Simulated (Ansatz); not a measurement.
# BH₅SSi (SMILES BS[SiH3]): functionals against CCSD(T) at one geometry

The task here is to estimate one member of a computed series from the others.

The runs use Ansatz 0.2.0, Gaussian basis; single points in def2-TZVPP.

Cores are frozen in the correlated methods. B3LYP uses VWN-RPA correlation.

## The system as given

SMILES `BS[SiH3]`, 8 atoms, charge 0, spin multiplicity 1.

Atoms are counted from 1 here; the program's logs count them from 0.

Bond lengths: B1–S2 1.866 Å, B1–H4 1.103 Å, B1–H5 0.995 Å, S2–Si3 2.133 Å, Si3–H6 1.421 Å, Si3–H7 1.315 Å, Si3–H8 1.520 Å. Angles: S2–B1–H4 108.9°, S2–B1–H5 121.1°, H4–B1–H5 122.7°, B1–S2–Si3 100.5°, S2–Si3–H6 112.4°, S2–Si3–H7 107.3°, S2–Si3–H8 100.5°, H6–Si3–H7 124.7°, H6–Si3–H8 99.1°, H7–Si3–H8 109.9°.

As a file:

```xyz
8

B    -1.04580    1.05360   -0.94330
S    -0.87580   -0.77530   -0.61460
Si    0.81080   -0.77900    0.69160
H    -1.77220    1.20400   -1.75940
H    -0.29100    1.67860   -0.77330
H     0.59980    0.01740    1.84930
H     1.88870   -0.73480   -0.06030
H     0.67160   -2.15680    1.31800
```

Set-up of the first run:

Contents of run/in.yaml:

```yaml
crystal:
  periodic: [false, false, false]
  atoms:
    - {symbol: B, position_ang: [-1.045800, 1.053600, -0.943300]}
    - {symbol: S, position_ang: [-0.875800, -0.775300, -0.614600]}
    - {symbol: Si, position_ang: [0.810800, -0.779000, 0.691600]}
    - {symbol: H, position_ang: [-1.772200, 1.204000, -1.759400]}
    - {symbol: H, position_ang: [-0.291000, 1.678600, -0.773300]}
    - {symbol: H, position_ang: [0.599800, 0.017400, 1.849300]}
    - {symbol: H, position_ang: [1.888700, -0.734800, -0.060300]}
    - {symbol: H, position_ang: [0.671600, -2.156800, 1.318000]}
basis:
  gaussian: {orbitals: def2-TZVPP}
correlation: {method: ccsd_t}
output: {forces: true}
```

No record of the launch command was kept for these runs.

Among the steps run: CCSD(T)/def2-TZVPP; PBE0-D4/def2-TZVPP; wB97M-V/def2-TZVPP; r2SCAN-D4/def2-TZVPP; PBE-D4/def2-TZVPP; B3LYP-D4/def2-TZVPP; B97M-V/def2-TZVPP.

One of the session's tables, all rows but one given; the rest of the session is left out.

```
   method  RMS force component (eV/Å)  angle to CCSD(T) forces (°)  dipole (D)
  CCSD(T)                       2.787                    reference        1.50
  PBE0-D4                       2.808                          1.6        1.48
  wB97M-V                       2.740                          1.2        1.54
r2SCAN-D4                       2.772                          1.0        1.46
   PBE-D4                       2.787                          2.5        1.34
 B3LYP-D4                       2.719                          0.7        1.48
   B97M-V                           ?                            ?           ?
```

Estimate the missing values for B97M-V.

As computed: RMS force component (eV/Å): 2.706; angle to CCSD(T) forces (°): 2.1; dipole (D): 1.41. In the column «RMS force component (eV/Å)» it is the lowest.
